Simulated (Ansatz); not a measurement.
# CAl2: the cost of one run

Computed with Ansatz 0.2.0, Gaussian basis. Level: cc-pVTZ, core rule «outside noble gas», up to 11 orbitals frozen.

To be run: UHF; CCSD(T) on ROHF; CCSD(T) on UHF; BCCD(T) on ROHF; CCSDT(Q) on ROHF; CCSDT(Q) on UHF; CASSCF and NEVPT2, 10 electrons in 12 orbitals.

6 further runs of the same task are left out: 2 for a known fault of the program, 4 set aside as unsound or not needed.

### Step 1. The geometry

The geometry is a PBE0/def2-TZVP stationary point (not a proven minimum) of the parent state, kept for this charge and spin.

3 atoms, charge 0, spin multiplicity 3.

Atoms are counted from 1 here; the program's logs count them from 0.

Bond lengths: Al2–C3 1.945 Å.

### Step 2. UHF

in.yaml

```yaml
crystal:
  periodic: [false, false, false]
  atoms:
    - {symbol: Al, position_ang: [0.000000, 0.000000, 2.508200]}
    - {symbol: Al, position_ang: [0.000000, 0.000000, -0.281599]}
    - {symbol: C, position_ang: [0.000000, 0.000000, -2.226601]}
basis:
  gaussian: {orbitals: cc-pVTZ}
magnetization: {spin_polarized: true, initial_magnetization: 2}
hamiltonian: {xc: hf}
output: {orbitals: {seedname: orbitals}}
```

Started as:

```console
$ ansatz run in.yaml --threads 1 --pin off --events-out ev --progress --plain --max-ram 4096MiB --backend cpu
```

**Question.** How long does this run take on 1 thread of AMD EPYC 7R13, shared host, and how much memory does it need?

About 12 s, with a peak of 0.27 GiB.
